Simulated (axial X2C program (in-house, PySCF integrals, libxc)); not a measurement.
**Worked dissociation energy of LiSi⁻: PBE0, scalar-relativistic**

Computed with an in-house relativistic program for diatomic molecules. Spin-free means the one-electron spin-free X2C Hamiltonian. Basis: Si dyall-av3z [9s8p3d2f], Li dyall-av3z [9s9p3d] (cores contracted in-house); Gaussian nuclei, density fitting, unrestricted open shells. Masses: Si 27.977 u, Li 7.016 u.

Molecular state: M_S = 2, Λ = 0 (beyond evenly filled blocks: 2 × σα, π+α, π-α).

```
E(Si-) (2M_S = 3, M_L = 0) : -289.921679 hartree
E(Li) (2M_S = 1, M_L = 0)  : -7.467908 hartree
E(LiSi⁻) at Re             : -297.429507 hartree
ωe                         : 325.5 cm⁻¹
ωexe                       : 3.89 cm⁻¹
```

Q: Work out De and D0.

A: De = -289.921679 + (-7.467908) − (-297.429507) = 0.03992 hartree = 1.086 eV. The zero-point energy is ωe/2 − ωexe/4 = 162 cm⁻¹ = 0.020 eV, so D0 = 1.066 eV.

One determinant describes the state; a PBE0 search over occupations chose it and may have missed a lower one. De is counted from the lowest determinant-based energies of the atoms at the same level, without counterpoise correction. PBE0 can misorder states that lie within some tenths of an eV, so this need not be the ground state of the molecule. The nearest other spin-free determinant of the search, M_S = 1, Λ = 0, lies 0.08 eV up at the distance of the search. The highest occupied level of some functionals is positive through self-interaction error; at Hartree–Fock it is bound.

Each atomic determinant is the lowest at this level and need not be a pure term. Totals compare only within one Hamiltonian and basis.
